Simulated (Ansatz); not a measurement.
`[AlH2][SiH2]S`, charge 0, multiplicity 1.

(1) Give a relaxed structure at PBE0-D4/def2-TZVP (Ansatz 0.2.0). (Best estimate.)

Answers

(1) Computed: 
```xyz
8

Al    0.648   -1.518   -0.777
Si   -0.586    0.409    0.119
S     0.830    1.634    1.175
H     2.207   -1.670   -0.524
H    -0.131   -2.619   -1.616
H    -1.683   -0.016    1.037
H    -1.239    1.198   -0.967
H    -0.046    2.581    1.554
```
Point group Cs.
